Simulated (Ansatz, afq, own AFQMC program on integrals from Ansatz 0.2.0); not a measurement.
# BNH2, triplet → BNH₂⁺, quartet

```xyz
4

B     0.0000   -0.1240    0.7739
N     0.0000   -0.0224   -0.5980
H     0.0000    0.9564    1.3306
H     0.0000    0.6853   -1.3215
```

Connectivity, by distances: BH–NH.

E(quartet, charge +1) − E(triplet, charge +0) at this geometry, on UHF and UHF determinants.

Basis cc-pVDZ. Noble-gas cores (and the filled d shells of Ga–Kr and In–Xe) are frozen. Integrals, coupled cluster, full CI and functionals: Ansatz 0.2.0; the random walks run on the same integrals in our own AFQMC program. ph-AFQMC/CISD is guided by a CISD state made of CCSD amplitudes; releasing the constraint for a short imaginary time cuts its bias at the price of noise, slowly where states lie close. Uncertainties: one standard error, sampling alone. The errors of all members are added in quadrature.

No full CI on the walks' own integrals is used here; CCSDT(Q) serves as the reference and is uncertain by about the last step of the cluster series. Each member takes its own surest rung, up to full CI.

The best estimate is CCSD(T) at the basis-set limit (CBS: def2-TZVPP and def2-QZVPP, with their diffuse functions for anions and beside diffuse sets, MP2 extrapolated, CCSD(T) minus MP2 from TZVPP) plus the step from CCSD(T) to CCSDT(Q) in cc-pVDZ. Rows without CBS are in cc-pVDZ; B2PLYP and the wave-function rows carry a basis error of their own. Core correlation and relativity beyond core potentials are missing, and ± holds the sampling alone.

Cautions: BNH₂ (triplet): lower spins were not checked; BNH₂⁺ (quartet): lower spins were not checked; this needn't be the first ionization.

| level | vertical ionization energy (kJ/mol) |
| --- | --- |
| CCSD | 1054.8 |
| MP2 | 1061.3 |
| HF | 926.5 |

From these cheaper values, estimate the vertical ionization energy at the level of the best estimate.

1109.5 kJ/mol (best estimate, highest rung CCSDT(Q)).

```
         level  vertical ionization energy (kJ/mol)  error against the best estimate (kJ/mol)
       CCSD(T)                               1062.4                                     -47.0
         CCSDT                               1063.6                                     -45.9
      CCSDT(Q)                               1064.4                                     -45.0
 ph-AFQMC/CISD                         1062.8 ± 1.5                               -46.6 ± 1.5
released AFQMC                         1067.1 ± 2.1                               -42.3 ± 2.1
        HF/CBS                                933.5                                    -176.0
       MP2/CBS                               1107.6                                      -1.9
   CCSD(T)/CBS                               1107.5                                      -2.0
```

Correlation beyond CCSD(T) adds 2.0 kJ/mol. Going to the basis-set limit adds 45.0 kJ/mol at CCSD(T). The perturbative (T) step is worth +7.6 kJ/mol.

Best estimates are given only where the step beyond CCSD(T) is under 0.3 eV and no member's determinant is very poor (T1 over 0.05, or 0.07 for open shells, ⟨S²⟩ too high by 0.3, two states mixed), so the hardest cases are missing from such tables.

CCSDT and higher add their correlation energy to the determinant of the CCSD(T) run, since their own runs factorise the integrals more tightly (a shift of under 2 meV). Each member of a difference takes its own highest rung, so a best estimate needn't equal the limit plus the step of one row. A walk keeps the symmetry of its determinant, which the program's search chose and which needn't be the lowest solution, so a lower state of the same spin and another symmetry isn't excluded. Released energies are given only where the last usable release times agree within the noise; a slower fall can still hide under it.
